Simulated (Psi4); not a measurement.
**U-wB97M-V/cc-pVTZ run of C3H2 (SMILES [CH]C#C)**

Aim: the vertical ionisation energy of C3H2 at U-wB97M-V/cc-pVTZ, from 2 runs. 

The calculation is run with Psi4 1.11.

**1. Starting point**

C3H2: 5 atoms, total charge 0, spin state triplet. SMILES: `[CH]C#C`. The shape is that of a GFN2-xTB optimisation.

Bond lengths: C1–C2 1.261 Å, C2–C3 1.262 Å, C1–H4 1.048 Å, C3–H5 1.047 Å. Angles: C1–C2–C3 175.8°, C2–C1–H4 174.0°, C2–C3–H5 172.2°.

**2. A single-point energy at U-wB97M-V/cc-pVTZ**

Input file input.inp:

```
memory 1.6 GB

molecule mol {
  0 3
  C     -0.923870     0.606990    -0.606140
  C      0.000820     0.001660     0.001450
  C      0.873340    -0.679490     0.607010
  H     -1.628170     1.198600    -1.108000
  H      1.677880    -1.127760     1.105670
  symmetry c1
}

set {
  reference uks
  puream true
  e_convergence 1e-09
  d_convergence 1e-08
  scf_type pk
  dft_radial_points 99
  dft_spherical_points 590
  maxiter 200
}

energy_value, wavefunction = energy("wb97m-v/cc-pVTZ", return_wfn=True)
```

The run is started by

```sh
$ psi4 input.inp input.out -n 1
```

input.out:

```text
[...]
  Running in c1 symmetry.
[...]
  Nuclear repulsion =   48.471825218388609
[...]
  Multiplicity = 3
[...]
  Nalpha       = 11
  Nbeta        = 9
[...]
    Number of basis functions: 118
[...]
   @UKS iter   1:  -115.22576295957791   -8.09685e-01   3.66651e-03 ADIIS/DIIS
[...]
   @UKS iter  12:  -115.32388858155043   -8.07177e-12   5.77300e-09 DIIS
[...]
   @S^2 Observed:                2.065028056E+00
[...]
    Orbital Energies [Eh]
    ---------------------
    Alpha Occupied:
       1A    -10.377171     2A    -10.377088     3A    -10.365249
       4A     -0.926093     5A     -0.826673     6A     -0.670412
       7A     -0.625153     8A     -0.465918     9A     -0.465865
      10A     -0.312021    11A     -0.310847
    Alpha Virtual:
      12A      0.113542    13A      0.122257    14A      0.159270
      15A      0.163046    16A      0.246173    17A      0.308122
      18A      0.348835    19A      0.349935    20A      0.361139
      21A      0.361789    22A      0.406422    23A      0.452217
      24A      0.490699    25A      0.530617    26A      0.541188
[...]
  @UKS Final Energy:  -115.32388858155043
   => Energetics <=
    Nuclear Repulsion Energy =             48.4718252183886094
    One-Electron Energy =                -249.5751796442322643
    Two-Electron Energy =                  97.5869981084633196
    DFT Exchange-Correlation Energy =     -11.8888797564603461
    Empirical Dispersion Energy =           0.0000000000000000
    VV10 Nonlocal Energy =                  0.0813474922902498
    Total Energy =                       -115.3238885815504347
[...]
 Multipole Moments:
 ------------------------------------------------------------------------------------
     Multipole            Electronic (a.u.)      Nuclear  (a.u.)        Total (a.u.)
 ------------------------------------------------------------------------------------
 L = 1.  Multiply by 2.5417464519 to convert [e a0] to [Debye]
 Dipole X            :         -0.0329978            0.0735512            0.0405534
 Dipole Y            :         -0.0424799            0.1048153            0.0623354
 Dipole Z            :          0.0007747           -0.0034416           -0.0026668
 Magnitude           :                                                    0.0744136
[...]
```

Wall time 91 s (1 thread of Intel Xeon 6975P-C (Granite Rapids), shared host); peak memory 0.92 GiB.

**3. The doublet cation, same level**

Input file calc.inp:

```
memory 1600 mb

molecule molecule1 {
  1 2
  C     -0.923870     0.606990    -0.606140
  C      0.000820     0.001660     0.001450
  C      0.873340    -0.679490     0.607010
  H     -1.628170     1.198600    -1.108000
  H      1.677880    -1.127760     1.105670
  symmetry c1
  no_reorient
  no_com
}

set {
  basis cc-pVTZ
  reference uks
  puream true
  e_convergence 1e-09
  d_convergence 1e-08
  scf_type pk
  dft_radial_points 99
  dft_spherical_points 590
  maxiter 200
}

energy('wb97m-v')
```

The run is started by

```sh
$ psi4 -i calc.inp -o calc.out -n 1
```

calc.out:

```text
[...]
  Running in c1 symmetry.
[...]
  Nuclear repulsion =   48.471825218388609
[...]
  Multiplicity = 2
[...]
  Nalpha       = 10
  Nbeta        = 9
[...]
    Number of basis functions: 118
[...]
   @UKS iter   1:  -114.95775639008167   -5.41678e-01   2.50574e-03 DIIS/ADIIS
[...]
   @UKS iter  20:  -114.99753564929385   -3.79757e-10   8.39266e-09 DIIS
[...]
   @S^2 Observed:                7.766008937E-01
[...]
    Orbital Energies [Eh]
    ---------------------
    Alpha Occupied:
       1A    -10.715759     2A    -10.715711     3A    -10.650025
       4A     -1.219979     5A     -1.114866     6A     -0.950458
       7A     -0.911892     8A     -0.750636     9A     -0.720148
      10A     -0.598409
    Alpha Virtual:
      11A     -0.341187    12A     -0.105774    13A     -0.081313
      14A     -0.075174    15A     -0.062404    16A      0.013460
      17A      0.076336    18A      0.097869    19A      0.125870
      20A      0.126424    21A      0.141816    22A      0.177445
      23A      0.238643    24A      0.278109    25A      0.294815
[...]
  @UKS Final Energy:  -114.99753564929385
   => Energetics <=
    Nuclear Repulsion Energy =             48.4718252183886094
    One-Electron Energy =                -243.6349098450437793
    Two-Electron Energy =                  91.8086790556127994
    DFT Exchange-Correlation Energy =     -11.7217137896226617
    Empirical Dispersion Energy =           0.0000000000000000
    VV10 Nonlocal Energy =                  0.0785837113712015
    Total Energy =                       -114.9975356492938516
[...]
 Multipole Moments:
 ------------------------------------------------------------------------------------
     Multipole            Electronic (a.u.)      Nuclear  (a.u.)        Total (a.u.)
 ------------------------------------------------------------------------------------
 L = 1.  Multiply by 2.5417464519 to convert [e a0] to [Debye]
 Dipole X            :          0.4806171           -0.4696914            0.0109257
 Dipole Y            :          0.6871241           -0.6693410            0.0177831
 Dipole Z            :         -0.0232822            0.0219019           -0.0013803
 Magnitude           :                                                    0.0209168
[...]
```

Wall time 2.5 min (1 thread of Intel Xeon 6975P-C (Granite Rapids), shared host); peak memory 0.91 GiB.

**4. Outcome**

Level: U-wB97M-V/cc-pVTZ.

| quantity | value |
| --- | --- |
| triplet C3H2: total energy | -115.32389 Eh |
| triplet C3H2: dipole moment | 0.19 D |
| triplet C3H2: HOMO energy (highest over α and β) | -8.46 eV |
| triplet C3H2: LUMO energy (lowest over α and β) | -0.25 eV |
| triplet C3H2: ⟨S²⟩ | 2.065 |
| doublet cation: total energy | -114.99754 Eh |
| doublet cation: HOMO energy (highest over α and β) | -16.28 eV |
| doublet cation: LUMO energy (lowest over α and β) | -9.28 eV |
| doublet cation: ⟨S²⟩ | 0.777 |
| vertical ionisation energy (to the doublet cation) | 8.881 eV |

In words: Removing an electron at fixed nuclei costs 8.88 eV (857 kJ/mol).
